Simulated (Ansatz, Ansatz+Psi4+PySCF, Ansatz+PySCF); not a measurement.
```xyz
7

H    -2.4546   -0.0214    0.2395
N    -1.5537   -0.3523   -0.0700
C    -0.4975    0.5316    0.0138
C     0.8215    0.1040    0.0012
N     1.9319   -0.2565    0.0040
H    -1.3689   -1.3209    0.1451
H    -0.7346    1.6363   -0.0096
```

Basis set: cc-pVTZ (spherical functions). Left uncorrelated: 4 orbitals. Correlation on ROHF uses semicanonical orbitals with singles. Charge 0, multiplicity 2.

Computed with Ansatz (development build ahead of 0.2.0); each method stands on the lowest determinant of its kind that the runs found.

The atomization energy at this shape (free ground-state atoms in the same class of orbitals less the molecule, no zero-point energy) of doublet C2H3N2:

```json
{"method": "ROHF-MP2", "atomization energy": "29.56 eV"}
```

**Question.** What does UHF-MP2 give?

**Answer.** 29.08 eV. Caution: forces differ strongly between restricted and unrestricted references. Caution for UHF-MP2: the unrestricted determinant is spin contaminated.
